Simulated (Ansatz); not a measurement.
Changing the shape of H₂S, singlet

Program: Ansatz, Gaussian basis, development build. Basis cc-pV(T+d)Z on S, cc-pVTZ on H, nonrelativistic, no frozen core; active space CAS(8,6). Restricted Hartree–Fock, then the lowest state-specific CASSCF solution met for each case. On stretched bonds single-reference methods can fail or change state. Unlike active orbitals can shift such differences by tenths of an eV, at times by over 1 eV.

Case A. A bond is stretched, to 1.38 times the sum of the covalent radii.

| atom | x (Å) | y (Å) | z (Å) |
| --- | --- | --- | --- |
| S | 0.0000 | 0.0000 | 0.1021 |
| H | 0.0000 | 1.3640 | -1.1848 |
| H | 0.0000 | -0.9743 | -0.8171 |

Case B:

```xyz
3

S     0.0000    0.0000    0.1021
H     0.0000    0.9743   -0.8171
H     0.0000   -0.9743   -0.8171
```

Case C. A bond is stretched, to 1.77 times the sum of the covalent radii.

```json
{"atom": "S", "x (Å)": "0.0000", "y (Å)": "0.0000", "z (Å)": "0.1021"}
{"atom": "H", "x (Å)": "0.0000", "y (Å)": "1.7537", "z (Å)": "-1.5525"}
{"atom": "H", "x (Å)": "0.0000", "y (Å)": "-0.9743", "z (Å)": "-0.8171"}
```

Energy less that of case A, in eV:

```tsv
case	RHF/ROHF	CASSCF
B	-2.006	-1.466
C	+2.337	+1.398
```

Task: Give the SC-NEVPT2 energies against case A.

Result: B: -1.666 eV (-38.4 kcal/mol); C: +1.560 eV (36.0 kcal/mol).

Task: Which case is lowest, and do the methods agree?

Result: B is lowest in SC-NEVPT2. Of the methods shown, RHF/ROHF, CASSCF agree.
